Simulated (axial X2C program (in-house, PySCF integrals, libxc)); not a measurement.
# Low determinants of LiO⁻ at the PBE0 level, 2c

Calculated with an in-house relativistic program for diatomic molecules. Two-component (2c) means X2C with spin–orbit coupling and atomic mean-field two-electron Coulomb and Gaunt terms. Basis: O dyall-av3z [7s6p3d2f], Li dyall-av3z [9s9p3d] (cores contracted in-house); Gaussian nuclei, density fitting, unrestricted open shells. Masses: O 15.995 u, Li 7.016 u.

Search at 1.740 Å (vertical energies from the lowest determinant):

| ΔE (eV) | state | electrons beyond evenly filled partner blocks | electrons in ±ω = 1/2, 3/2, 5/2, 7/2 |
| --- | --- | --- | --- |
| 0.00 | Ω = 2 | ω = 1/2, ω = 3/2 | 11 1 0 0 |
| 0.00 | Ω = 1 | ω = -1/2, ω = 3/2 | 11 1 0 0 |
| 0.02 | Ω = 1 | 2 × ω = 1/2 | 10 2 0 0 |
| 0.60 | Ω = 3 | 2 × ω = 3/2 | 10 2 0 0 |
| 0.61 | Ω = 1 | ω = -1/2, ω = 3/2 | 9 3 0 0 |
| 4.77 | Ω = 3 | 3 × ω = 1/2, ω = 3/2 | 11 1 0 0 |
| 4.83 | Ω = 4 | 2 × ω = 1/2, 2 × ω = 3/2 | 10 2 0 0 |

Lowest determinant, Ω = 2 (⟨Sz⟩ = 1.00, ⟨Lz⟩ = 1.00 at PBE0): Re = 1.739 Å, ωe = 705.0 cm⁻¹.

The determinant in row 2 of the search, Ω = 1 (⟨Sz⟩ = 0.00, ⟨Lz⟩ = 1.00 at PBE0), was followed along the bond at PBE0; measured from the minimum of the lowest determinant it gives:

Te = 0.003 eV (27 cm⁻¹), Re = 1.739 Å, ωe = 706.2 cm⁻¹.

(1) Compare the bond of the determinant in row 2 with that of the lowest one.

The search compares states at one distance, so a state with another bond length can lie lower; it is not exhaustive and yields mostly the lowest determinant of each block pattern, so other components and higher states of one pattern are missing. These are energies of single determinants, not of spin-adapted states; PBE0 term energies can be off by some tenths of an eV, and the functional has no current term. Open-shell Ω = 0 determinants with evenly filled partner blocks cannot be reached by this program, so the Ω shown need not be the lowest component. The lowest determinant need not be the ground state where others lie within half an eV. For an anion, determinants above electron detachment are held by the basis set. The highest occupied level of some functionals is positive through self-interaction error; at Hartree–Fock it is bound. Row 1 has a positive highest level at its minimum. Row 2 has a positive highest level at its minimum.

Answers

(1) At PBE0 its Re is the same within 0.001 Å and its force constant, which goes as ωe², is 1.00 times that of the lowest determinant. This determinant mixes spin states, so it has no term energy of its own.
